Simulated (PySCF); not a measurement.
C₄H₇ClO.
Numbering: `[CH3:1][CH2:2][CH2:3][C:4](=[O:5])[Cl:6]` (hydrogens: H7, H8, H9 on C1; H10, H11 on C2; H12, H13 on C3)

Computed by this run: PBE0-D3(BJ)/def2-TZVP geometry optimisation, gas phase in PySCF; density fitting, grid level 2; the optimiser is geomeTRIC in internal coordinates, started from a GFN2-xTB structure with every atom displaced at random (about 0.01 Å).

At the end of the run (lengths in Å): C3–C4 1.496, C1–H9 1.091, C4=O5 1.179, C4–Cl6 1.795, C1–C2 1.518, C2–C3 1.517, C1–H8 1.093, C3–C4–O5 127.9°, O5–C4–Cl6 120.3°, C3–C4–Cl6 111.8°, C2–C3–C4 113.3°, C1–C2–C3–C4 177°, C2–C3–C4–O5 -5°, H12–C3–C4–O5 118°, H10–C2–C3–C4 55°.

**Question.** These geometries were met on the way; a selection of coordinates is given. Order them by energy above the end point, lowest first.
A. C3–C4 1.438, C1–H9 1.048, C4=O5 1.204, C4–Cl6 1.810, C1–C2 1.543, C2–C3 1.537, C1–H8 1.075, C3–C4–O5 131.2°, O5–C4–Cl6 117.2°, C3–C4–Cl6 111.6°, C2–C3–C4 111.7°, C1–C2–C3–C4 -179°, C2–C3–C4–O5 0°, H12–C3–C4–O5 123°, H10–C2–C3–C4 59°
B. C3–C4 1.503, C1–H9 1.092, C4=O5 1.182, C4–Cl6 1.791, C1–C2 1.518, C2–C3 1.519, C1–H8 1.093, C3–C4–O5 127.9°, O5–C4–Cl6 120.1°, C3–C4–Cl6 111.9°, C2–C3–C4 113.7°, C1–C2–C3–C4 176°, C2–C3–C4–O5 -4°, H12–C3–C4–O5 119°, H10–C2–C3–C4 54°
C. C3–C4 1.509, C1–H9 1.099, C4=O5 1.179, C4–Cl6 1.770, C1–C2 1.519, C2–C3 1.520, C1–H8 1.093, C3–C4–O5 122.6°, O5–C4–Cl6 122.9°, C3–C4–Cl6 114.2°, C2–C3–C4 111.1°, C1–C2–C3–C4 175°, C2–C3–C4–O5 -9°, H12–C3–C4–O5 114°, H10–C2–C3–C4 53°

**Answer.** B (0.006 eV), C (0.055 eV), A (0.161 eV).

| step | E above end (eV) | rms distance from the end, all atoms (Å) | largest force (eV/Å) | rms shift of all bonds from the end (Å) |
| --- | --- | --- | --- | --- |
| 3 | 0.006 | 0.019 | 0.429 | 0.002 |
| 1 | 0.055 | 0.072 | 1.122 | 0.008 |
| 0 | 0.161 | 0.055 | 3.521 | 0.026 |

Rows stand in the order of the answer.
